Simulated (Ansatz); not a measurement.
# Al2Si (triplet): geometry optimisation

Aim: relax a generated start of Al2Si (triplet) and see which bonds hold.

Method: UKS PBE0/def2-TZVP; program: Ansatz 0.2.0, Gaussian basis.

### 1 The system as given

3 atoms, charge 0, spin multiplicity 3.

Atoms are counted from 1 here; the program's logs count them from 0.

Bond lengths: Al1–Al2 2.579 Å, Al2–Si3 2.355 Å. Angles: Al1–Al2–Si3 170.7°.

As a file:

```
Al   -2.49644   -0.06419   -0.00115
Al    0.07518    0.13278    0.00112
Si    2.42126   -0.06859    0.00003
```

The start was built by rule and, where that kept it together, relaxed with GFN2-xTB. Sticks and bond lists go by distance. 

### 2 Relaxation

in.yaml reads:

```yaml
crystal:
  periodic: [false, false, false]
  atoms:
    - {symbol: Al, position_ang: [-2.496440, -0.064187, -0.001152]}
    - {symbol: Al, position_ang: [0.075180, 0.132777, 0.001124]}
    - {symbol: Si, position_ang: [2.421259, -0.068589, 0.000028]}
basis:
  gaussian: {orbitals: def2-TZVP}
magnetization: {spin_polarized: true, initial_magnetization: 2}
hamiltonian: {xc: pbe0}
relax: {f_tol: 0.004, max_steps: 80}
```

Command:

```console
ansatz run in.yaml --threads 1 --pin off --events-out ev --progress --plain --max-ram 2176MiB
```

**Question.** What will these runs give? Wanted: energy gained; shift from the start; total energy; dipole moment; ⟨S²⟩.

The runs gave:

| quantity | value |
| --- | --- |
| steps | 6 |
| energy gained | 0.110 eV |
| shift from the start (rms) | 0.149 Å |
| total energy | -21058.7350 eV |
| dipole moment | 3.72 D |
| ⟨S²⟩ | 2.010 |

What this shows: By distance, Al1–Al2 opened. Al1–Al2 went from 2.579 to 2.810 Å. No vibrations were run, so this is a stationary point, not a proven minimum, and this spin need not be the ground state's.
